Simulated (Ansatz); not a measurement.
All numbers were calculated with Ansatz.

C2H5OS− (`[CH2-]S(C)=O`). The species carries charge -1 and has multiplicity 1. Geometry: relaxed with PBE0-D4/def2-TZVPD.

```xyz
9

C     0.293   -1.267   -0.753
S    -0.664    0.118   -0.660
C    -0.270    0.605    1.041
O    -0.215    1.360   -1.421
H     1.370   -1.079   -0.660
H     0.029   -1.856   -1.633
H    -0.636   -0.150    1.737
H    -0.726    1.578    1.235
H     0.819    0.690    1.115
```

(1) Give the Mulliken charges with ωB97M-V, r2SCAN, B3LYP in def2-TZVPPD. (An estimate is asked.)

Answers

(1) The calculation gave: 
```csv
atom,ωB97M-V,r2SCAN,B3LYP
C1,-0.71,-0.37,-0.47
S2,0.15,0.03,0.10
C3,-0.84,0.10,-0.37
O4,-0.68,-0.69,-0.70
H5,0.15,-0.02,0.04
H6,0.13,-0.04,0.01
H7,0.26,0.01,0.13
H8,0.28,0.00,0.13
H9,0.26,-0.02,0.11
```

B3LYP here is the variant with VWN-RPA as its local correlation; programs differ in this.
